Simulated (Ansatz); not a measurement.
# How far each method lies from UCCSDT(Q) for [GeH$_{3}$···H···F], doublet

Geometry: a point of a hydrogen-transfer path between rigid fragments, not a stationary point.

```yaml
atoms:
  - { symbol: Ge, position_ang: [-0.5547, 0.0000, 0.0000] }
  - { symbol: H, position_ang: [-1.0661, 1.4466, 0.0000] }
  - { symbol: H, position_ang: [-1.0661, -0.7233, 1.2528] }
  - { symbol: H, position_ang: [-1.0661, -0.7233, -1.2528] }
  - { symbol: H, position_ang: [1.2263, 0.0000, 0.0000] }
  - { symbol: F, position_ang: [2.2253, 0.0000, 0.0000] }
```

Basis cc-pVDZ; Ansatz 0.2.0. Only valence electrons are correlated (noble-gas cores and the filled d shells of p-block atoms frozen), which leaves 15 electrons in 46 orbitals. Prefix R: restricted or restricted open-shell reference; prefix U: unrestricted. Active spaces: pair = (3e, 3o) about the gap; valence = (15e, 12o) chosen from the atoms' valence shells. No spin–orbit coupling is included, and no scalar relativity.

Full CI isn't at hand for all of this; UCCSDT(Q) serves as the reference, and is uncertain by about the last step of the cluster series. The frozen core follows each run's orbitals, which can shift R against U totals by a few meV for light atoms and by up to 0.1 eV past Ca.

* UHF ⟨S²⟩: 0.760
* T1 diagnostic (RCCSD): 0.0154
* largest doubles amplitude (RCCSD): 0.036
* T1 diagnostic (UCCSD): 0.0120

```csv
level,E − E(RHF) (eV)
UHF,-0.0979
UMP2,-8.3251
UCCSD,-9.1423
UCCSD(T),-9.2828
```

Question: Estimate how far UCCSDT(Q) in cc-pVDZ lies from UCCSD(T). The table doesn't fix it; the size of (T) and the diagnostics are the guide.

Answer: UCCSDT(Q) in cc-pVDZ lies 36 meV below UCCSD(T), which is 25 % of the (T) step (-141 meV). The diagnostics give no warning, yet the rest is a sizeable part of (T).

The other levels:

| level | E − E(UCCSDT(Q)) (meV) | share of correlation (%) | wall time |
| --- | --- | --- | --- |
| UCCSDT | 15 | 99.84 | – |

The correlation energy at UCCSDT(Q), counted from RHF, is -9.318 eV. That run took 11 s on 2 threads of AMD EPYC 7R13 with a shared H100 80 GB, shared host.

Run but not shown, since their state or frozen core can't be matched to the reference's or they repeat it: RHF, RMP2, RCCSD, RCCSD(T), BCCD(T), RCCSDT, RCCSDT(Q), CASSCF (pair space), NEVPT2 (pair space), MRCISD (pair space), MRCISD+Q (pair space), CASSCF (valence space), NEVPT2 (valence space), MRCISD (valence space), MRCISD+Q (valence space).

Times hold each run's SCF and search for its determinant on a shared host, so for small cases they say little of a method's own cost; they ran on 1 thread of AMD EPYC 7R13.

Natural occupations of CASSCF (valence space) about the gap: 1.986 1.976 1.972 1.972 1.005 0.029 0.021 0.021 0.021; effectively unpaired electrons, Σ n²(2−n)², 1.02.
